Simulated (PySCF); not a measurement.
Species: C₃H₃FNO (doublet state).
Geometry (GFN2-xTB, Å), atoms numbered from 1 in this order:
```
atom  x, y, z in Å
N1     1.9142    0.3624    0.5826
C2     0.8817    0.0105   -0.1228
O3     1.1500   -0.4305   -1.2596
C4    -0.4569    0.1517    0.4444
C5    -1.5261   -0.2024   -0.2567
F6    -2.7576   -0.0882    0.2279
H7     2.8342    0.2575    0.1755
H8    -0.5221    0.5515    1.4435
H9    -1.5039   -0.6064   -1.2600
```

Computed geometry: GFN2-xTB, gas phase. This method treats the open shell by occupation alone, without spin polarisation.

Masses are those of the commonest isotopes; rigid-rotor values at the optimised geometry. The values belong to one conformer with, in the numbering `[NH:1][C:2](=[O:3])/[CH:4]=[CH:5]/[F:6]`, H–N1–C2–O3 0°, N1–C2–C4–C5 180°.

Q: What are A, B and C (MHz)?

A: Ia = 42.23, Ib = 264.78, Ic = 307.01 u·Å²; 505379 MHz·u·Å²/I gives A = 11967, B = 1909, C = 1646 MHz.

Q: Classify the top.

A: A near-prolate asymmetric top: κ = (2 × 1909 − 11967 − 1646)/(11967 − 1646) = -0.95.

Q: What does the inertial defect say?

A: Planar: Δ = Ic − Ia − Ib = 0.00 u·Å². For a rigid frame Δ = −2 Σ m c², so it vanishes when all atoms lie in the ab plane; here none is more than 0.01 Å from it.

Q: List the rotational levels J(Ka,Kc) to J = 3 (MHz).

A: Above 0(0,0):
J = 1: 1(0,1) 3555, 1(1,1) 13613, 1(1,0) 13876
J = 2: 2(0,2) 10659, 2(1,2) 20460, 2(1,1) 21248, 2(2,1) 51423, 2(2,0) 51429
J = 3: 3(0,3) 21303, 3(1,3) 30728, 3(1,2) 32303, 3(2,2) 62088, 3(2,1) 62113, 3(3,1) 113040, 3(3,0) 113040

Q: Estimate the classical rotational partition function at 50 K, 100 K and 500 K.

A: Point group Cs, symmetry number σ = 1; q = (√π/σ)·√((kT/h)³/(ABC)), k/h = 20836.6 MHz/K: 9720 at 50 K, 27500 at 100 K, 307000 at 500 K.

For this open shell read J as N, the rotation without spin; fine and hyperfine splittings come on top. Stationary, but not proved a minimum. Constants of a rigid frame at the computed geometry: no zero-point averaging, no centrifugal distortion.
